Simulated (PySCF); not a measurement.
Calculation: TPSSh-D3(BJ)/def2-TZVP // PBE-D3(BJ)/def2-SVP run with PySCF 2.14.0. All species are isolated molecules in the gas phase. 

Reference species (SMILES): `[OH]` (neutral, multiplicity 2).

```yaml
dipole_moment: 1.75 D
```

Changed species: `[NH2]` (free radical NH2; the reference has free radical OH).

Q: What does the change do to the dipole moment?

A: the dipole moment increases by 0.18 D, to 1.93 D.
